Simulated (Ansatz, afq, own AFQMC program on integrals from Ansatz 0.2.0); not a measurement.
Where AFQMC and coupled cluster stand for As, sextet

A free As atom.

Basis aug-cc-pVDZ. Noble-gas cores (and the filled d shells of Ga–Kr and In–Xe) are frozen. Ansatz 0.2.0 and our own AFQMC program on the same integrals; the CISD trial comes from CCSD amplitudes, and released means the phaseless constraint is let go. Uncertainties: one standard error, sampling alone. No spin–orbit coupling.

Determinant: ROHF, the one that the program's search chose, which needn't be the lowest solution.

Full CI on the same integrals is exact in this basis and with this determinant's frozen core.

Cautions: no relativity below Rb; no spin-orbit coupling; inner d shell frozen; another spin lies lower (by 12.17 eV); CCSDTQ on the UHF determinant differs (44 meV lower), by its state or its frozen core.

```
T1 diagnostic                               : 0.0058
weight of the determinant in the CISD state : 0.974
size of the correlated space                : 5 electrons in 22 orbitals
```

Reference: full CI, correlation energy -0.817 eV. The released energy is read at 2.40 1/Eh (meV from the phaseless value at times in 1/Eh: 0.3 ± 0.6 at 0.24, 0.2 ± 0.5 at 0.51, -0.8 ± 0.4 at 0.99, -1.1 ± 0.4 at 1.62, -0.9 ± 0.4 at 2.40).

```csv
level,E − E(reference) (kJ/mol),share of correlation (%)
HF,78.8,0.00
MP2,20.2,74.36
CCSD,0.9,98.89
CCSD(T),0.2,99.70
CCSDT,0.0,99.96
CCSDT(Q),0.0,99.99
CCSDTQ,0.0,100.00
ph-AFQMC/CISD,0.1 ± 0.05,99.88
released AFQMC,0.0 ± 0.04,99.99
```

CCSDT and higher add their correlation energy to the determinant of the CCSD(T) run, since their own runs factorise the integrals more tightly (a shift of under 2 meV). A walk keeps the symmetry of its determinant, which the program's search chose and which needn't be the lowest solution, so a lower state of the same spin and another symmetry isn't excluded. Released energies are given only where the last usable release times agree within the noise; a slower fall can still hide under it.
